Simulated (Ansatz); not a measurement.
Level of theory: PBE0-D3(BJ)/def2-SVP (Ansatz, a first-principles code). No frequencies were computed at this level.

Ansatz 0.2 input:
```yaml
crystal:
  periodic: [false, false, false]
  atoms:
    - { symbol: N, position_ang: [0.000213, -0.001527, 0.274794] }
    - { symbol: H, position_ang: [-0.342929, 0.879993, -0.086445] }
    - { symbol: H, position_ang: [-0.590311, -0.736156, -0.095235] }
    - { symbol: H, position_ang: [0.933027, -0.142311, -0.093114] }
basis:
  gaussian: { orbitals: def2-svp }
hamiltonian:
  xc: pbe0
  dispersion: d3bj
relax:
  max_steps: 150
```

Output:

```
Functional definition: PBE0
322 factors; integrals over basis functions are off by at most 2.6e-4 eV
mean field evaluation 1: about -1531.5746 eV, gradient 4.7e1 eV
mean field evaluation 2: about -1529.4056 eV, gradient 5.5e1 eV
mean field evaluation 4: about -1535.8226 eV, gradient 1.3e-1 eV
mean field evaluation 8: about -1535.8222 eV, gradient 2.9e-4 eV
mean field -1535.82222471 eV, -56.4404257404 hartree, gradient 3.3e-5 eV, S^2 0.000000; 0 other end points of the search recorded, 0 dependent functions left out
reference -1535.82224125 eV, -56.4404263484 hartree; 5, 5 occupied and 24, 24 virtual orbitals, 322 factors
relax step   1: F+E_penalty+E_count = -1535.83823951 eV  Δ(F+E_penalty+E_count) = +0.000e0 eV  max|allowed force component| = 5.264e-1 eV/Å  Δτ_max = 0.0000 Å  (20 SCF iters, accepted)
these checks for a lower state are left out or cut short: starts, cluster_reference, orbital_swaps, neighbouring_geometries, increment
322 factors; integrals over basis functions are off by at most 2.7e-4 eV
mean field evaluation 16: about -1535.8275 eV, gradient 5.9e-6 eV
mean field -1535.82752626 eV, -56.4406205689 hartree, gradient 1.8e-5 eV, S^2 0.000000; 0 other end points of the search recorded, 0 dependent functions left out
reference -1535.82754294 eV, -56.4406211817 hartree; 5, 5 occupied and 24, 24 virtual orbitals, 322 factors
relax step   2: F+E_penalty+E_count = -1535.84354217 eV  Δ(F+E_penalty+E_count) = -5.303e-3 eV  max|allowed force component| = 3.109e-1 eV/Å  Δτ_max = 0.0103 Å  (20 SCF iters, accepted)
these checks for a lower state are left out or cut short: starts, cluster_reference, orbital_swaps, neighbouring_geometries, increment
322 factors; integrals over basis functions are off by at most 2.8e-4 eV
mean field -1535.83058765 eV, -56.4407330726 hartree, gradient 2.0e-5 eV, S^2 0.000000; 0 other end points of the search recorded, 0 dependent functions left out
reference -1535.83060448 eV, -56.4407336913 hartree; 5, 5 occupied and 24, 24 virtual orbitals, 322 factors
relax step   3: F+E_penalty+E_count = -1535.84660778 eV  Δ(F+E_penalty+E_count) = -3.066e-3 eV  max|allowed force component| = 5.921e-2 eV/Å  Δτ_max = 0.0246 Å  (20 SCF iters, accepted)
these checks for a lower state are left out or cut short: starts, cluster_reference, orbital_swaps, neighbouring_geometries, increment
322 factors; integrals over basis functions are off by at most 2.8e-4 eV
mean field -1535.83103140 eV, -56.4407493802 hartree, gradient 1.9e-5 eV, S^2 0.000000; 0 other end points of the search recorded, 0 dependent functions left out
reference -1535.83104823 eV, -56.4407499988 hartree; 5, 5 occupied and 24, 24 virtual orbitals, 322 factors
relax step   4: F+E_penalty+E_count = -1535.84705006 eV  Δ(F+E_penalty+E_count) = -4.423e-4 eV  max|allowed force component| = 3.129e-2 eV/Å  Δτ_max = 0.0057 Å  (21 SCF iters, accepted)
these checks for a lower state are left out or cut short: starts, cluster_reference, orbital_swaps, neighbouring_geometries, increment
322 factors; integrals over basis functions are off by at most 2.8e-4 eV
mean field evaluation 32: about -1535.8311 eV, gradient 6.5e-2 eV
mean field -1535.83106890 eV, -56.4407507585 hartree, gradient 2.5e-5 eV, S^2 0.000000; 0 other end points of the search recorded, 0 dependent functions left out
reference -1535.83108573 eV, -56.4407513767 hartree; 5, 5 occupied and 24, 24 virtual orbitals, 322 factors
relax step   5: F+E_penalty+E_count = -1535.84708773 eV  Δ(F+E_penalty+E_count) = -3.768e-5 eV  max|allowed force component| = 9.597e-5 eV/Å  Δτ_max = 0.0008 Å  (16 SCF iters, accepted)
322 factors; integrals over basis functions are off by at most 2.8e-4 eV
mean field -1535.83106890 eV, -56.4407507585 hartree, gradient 2.5e-5 eV, S^2 0.000000; 1 other end points of the search recorded, 0 dependent functions left out
reference -1535.83108573 eV, -56.4407513767 hartree; 5, 5 occupied and 24, 24 virtual orbitals, 322 factors
Total energy: -1535.84710456 eV, -56.4413400579 hartree
Atom 0 at     0.000236    -0.001689     0.303957 Å, force     0.000001    -0.000001    -0.000096 eV/Å
Atom 1 at    -0.339988     0.872484    -0.096210 Å, force     0.000011    -0.000028     0.000031 eV/Å
Atom 2 at    -0.585243    -0.729767    -0.104925 Å, force     0.000018     0.000024     0.000032 eV/Å
Atom 3 at     0.924995    -0.141029    -0.102822 Å, force    -0.000030     0.000005     0.000032 eV/Å
Dipole moment:    -0.000289     0.002072    -0.372838 e Å
```

Cost: very roughly 3 core-seconds.
